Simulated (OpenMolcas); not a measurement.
Predicting a hybrid from its neighbours: CH8BN

The species is CH8BN (11 atoms), meant as a singlet with charge 0. As SMILES, `[BH3-][NH2+]C`. The shape is that of a PBE0-D4/def2-TZVP optimisation.

The vertical ionisation energy (to the doublet cation) y, in eV, basis cc-pVDZ; a is the functional's share of exact exchange. Programs: OpenMolcas 26.06.

| functional | program | a | y (eV) |
| --- | --- | --- | --- |
| PBE | OpenMolcas | 0 | 10.01 |
| TPSS | OpenMolcas | 0 | 10.12 |
| B3LYP | OpenMolcas | 0.2 | ? |
| PBE0 | OpenMolcas | 0.25 | 10.21 |
| BHLYP | OpenMolcas | 0.5 | 10.30 |

**Question.** Fit y = c + s·a to the known rows and predict B3LYP.

**Answer.** 
1. Means of the 4 rows: a = 0.1875, y = 10.160.
2. Σ(Δa)² = 0.17188, Σ(Δa·Δy) = 0.0825, so the slope is 0.0825/0.17188 = 0.47999.
3. Intercept: 10.160 − (0.47999) × 0.1875 = 10.070. The largest residual of the fit is 0.060.
4. B3LYP: 10.070 + (0.47999) × 0.2 = 10.17 eV.

The run gave 10.26 eV, so the prediction is off by -0.09 eV, about the largest residual. The rows mix families of semi-local functionals, which the line can't see.
